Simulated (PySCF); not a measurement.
Input of a run (PBE0-D3(BJ)/def2-SVP geometry optimisation, gas phase (PySCF 2.14.0)), started from MMFF94s:
```
{"job": {"xc": "PBE0", "basis": "def2-SVP", "d3": "d3bj", "grid": 1, "shake": 0.03, "kind": "geom"}, "charge": 0, "multiplicity": 1}
Cl    -1.916980     0.772360     0.324610
C     -0.353360     0.540990    -0.182710
Cl     0.307650     1.798670    -1.181670
C      0.436020    -0.547800     0.165660
Cl     1.969770    -0.869070    -0.343720
Cl    -0.379970    -1.791170     1.148550
```

Output (energies in Eh, forces in Eh/bohr):
```
step   0  E = -1915.64335125  max force = 0.069588
step   1  E = -1915.64006124  max force = 0.087661
step   2  E = -1915.64805207  max force = 0.014439
step   3  E = -1915.64984814  max force = 0.006715
step   4  E = -1915.65067276  max force = 0.008291
step   5  E = -1915.65090463  max force = 0.000913
step   6  E = -1915.65090951  max force = 0.000727
step   7  E = -1915.65091476  max force = 0.000239
optimisation converged
```

Summarise the run.

The energy falls by 4.7 kcal/mol over 8 energy and gradient evaluations, the largest force component goes from 0.0696 to 2.4e-04 Eh/bohr, and the atoms move by 0.052 Å rms after alignment. The bond that changes most is C4–Cl6 (vinylic C–Cl carbon to vinyl chlorine), which shortens by 0.071 Å. Bonds longer at the end by more than 0.005 Å: 2 of 5; shorter: 3. Among the angles that change most is C2–C4–Cl6, from 115.1° to 122.0°. The energy rose by more than 1e-6 Eh at step 1.

What are the final bond lengths?

Cl1–C2 1.712 Å, C2–Cl3 1.712 Å, C2=C4 1.350 Å, C4–Cl5 1.712 Å, C4–Cl6 1.712 Å. Numbering counts from 1 in the input's order; the species is `ClC(Cl)=C(Cl)Cl`.

The run used 100 basis functions and 62 SCF cycles in all. The run took 32 s wall on one thread, Arm Neoverse V1 (aarch64), on a shared host, and the process peaked at 0.42 GiB of memory.

No frequency check.
